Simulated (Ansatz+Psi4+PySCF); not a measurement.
# triplet S2: levels of theory in one basis

```xyz
2

S     0.0000    0.0000    0.9601
S     0.0000    0.0000   -0.9601
```

Basis set: cc-pV(T+d)Z (spherical functions). Correlated methods keep 10 orbitals frozen. Correlation on ROHF uses semicanonical orbitals with singles. Charge 0, multiplicity 3.

Computed with Ansatz (development build ahead of 0.2.0) and Psi4 1.11; each method stands on the lowest determinant of its kind that the runs found.

```
      method  E − E(ROHF) (eV)  <S²> of the determinant
        ROHF              0.00                     2.00
         UHF             -0.41                     2.06
    ROHF-MP2             -9.24                        –
   ROHF-CCSD             -9.68                        –
    UHF-CCSD             -9.71                     2.06
ROHF-CCSD(T)            -10.25                        –
 UHF-CCSD(T)            -10.25                     2.06
```

(1) What does UHF-MP2 give on the same scale?

Results:

(1) -8.96 eV.
